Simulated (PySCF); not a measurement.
Gas-phase reaction: 2 Al + Al(CH₃)₃ ⇌ 3 AlCH₃

Method: PySCF energies plus ideal-gas RRHO corrections (1 bar). † marks an energy on the PBE0/def2-TZVP geometry and frequencies; other levels use their own. MP2 and CCSD(T) freeze the core. 6-31G* has spherical d functions here. Open shells (unrestricted): Al (multiplicity 2, electronic degeneracy 6); the rest are closed-shell singlets. Spin-orbit splitting is ignored; it lowers the true energy and changes the entropy of Al. B3LYP is the form with VWN-RPA correlation. Methyl groups turn as free rotors in Al(CH₃)₃. AlCH₃: computed as isolated molecules; such fragments, hydroxides, amides, oligomers or adducts are transient or little studied in the gas. MP2 isn't extrapolated to the basis-set limit; its ΔH°(298 K) is -44.4 kJ in def2-SVP and -48.0 kJ in def2-TZVPP. CCSD(T) isn't extrapolated to the basis-set limit. The harmonic model lacks anharmonicity and excited electronic states, which grow with temperature; levels with a mode under 35 cm⁻¹ are left out.

```tsv
level	ΔE electronic, kJ	ΔH°(298 K), kJ	ΔS°(298 K), J/K	ΔG°(2000 K), kJ
B3LYP/6-31G*	-44	-56	42	-128
CCSD(T)/def2-SVP†	-54	-67	43	-140
HF/6-31G*	26	14	40	-54
HF/def2-TZVP†	28	15	43	-59
MP2/def2-SVP†	-32	-44	43	-118
PBE/def2-SVP	-46	-59	44	-136
PBE0/def2-QZVP†	-34	-47	43	-121
PBE0/def2-SVP†	-33	-46	43	-120
ωB97M-V/def2-TZVP†	-67	-80	43	-154
ωB97X-V/def2-TZVP†	-41	-54	43	-128
```
ΔH° is lowest at ωB97M-V/def2-TZVP† and highest at HF/def2-TZVP†. No reference value is set beside these.
